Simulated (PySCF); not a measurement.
TDDFT excited states: C3H9NO

Species: 3-amino-1-propanol, C₃H₉NO.
SMILES: `NCCCO`

Computed with PySCF 2.14.0, density-fitted response routines, TDDFT CAM-B3LYP/def2-SVPD, vertical, gas phase, core orbitals frozen in the response. Isolated species at its PBE0-D3(BJ)/def2-SVP geometry (one conformer only). Torsions of this conformer, `[NH2:1][CH2:2][CH2:3][CH2:4][OH:5]`: N1–C2–C3–C4 60°, C2–C3–C4–O5 -65°, H–N1–C2–C3 71°, H–N1–C2–C3 -171°, H–O5–C4–C3 45°.

```
state  λ (nm)  E (eV)       f   main configurations (H = HOMO, L = LUMO)
   S1   189.3    6.55   0.010                     H→L (58%), H-1→L (29%)
   S2   170.8    7.26  0.0067       H-1→L (45%), H→L (27%), H-1→L+3 (9%)
   S3   162.1    7.65   0.025    H→L+1 (34%), H→L+2 (33%), H-1→L+2 (10%)
   S4   159.6    7.77   0.020     H→L+2 (36%), H→L+1 (29%), H-1→L+2 (8%)
   S5   157.0    7.90   0.033    H-1→L+1 (52%), H→L+1 (15%), H→L+3 (11%)
   S6   152.9    8.11  0.0088  H-1→L+2 (26%), H→L+3 (22%), H-1→L+1 (18%)
   S7   151.8    8.17   0.035    H-1→L+2 (32%), H→L+3 (27%), H→L+2 (15%)
   S8   149.3    8.30   0.054                              H-1→L+3 (60%)
   S9   141.8    8.74   0.011                 H→L+4 (48%), H-1→L+4 (18%)
  S10   139.1    8.92   0.016    H→L+5 (32%), H→L+4 (15%), H-1→L+3 (11%)
```

Triplets, Tamm–Dancoff:

| state | E (eV) | λ (nm) | main configurations (H = HOMO, L = LUMO) |
| --- | --- | --- | --- |
| T1 | 6.26 | 198.0 | H→L (53%), H-1→L (29%) |
| T2 | 7.10 | 174.6 | H-1→L (38%), H→L (26%), H-1→L+3 (11%) |
| T3 | 7.49 | 165.6 | H→L+1 (32%), H→L+2 (25%), H-1→L+2 (9%) |
| T4 | 7.56 | 164.0 | H→L+2 (36%), H→L+1 (14%), H→L+3 (10%) |

The lowest singlet lies at 6.55 eV (189 nm, vacuum ultraviolet) and is weak; its leading configuration is HOMO→LUMO (58%). The strongest level in the table is S8 at 8.30 eV (149 nm, f = 0.054). Löwdin shares by element: HOMO oxygen 38%, nitrogen 24%, carbon 16% or more (atoms not listed hold the other 22%); LUMO hydrogen 37% or more, carbon 21% or more (atoms not listed hold the other 42%). Weighted by f, the mean energy of these states is 8.04 eV. Of the 10 states listed, 8 reach f = 0.01 and none stays under 0.0005. The listed states span 2.37 eV, and the widest gap between neighbours is 0.71 eV (S1 to S2). All these states lie below the vertical ionisation energy of 9.56 eV (ΔSCF). Only the lowest 10 singlets were computed, as vertical energies without vibronic structure.
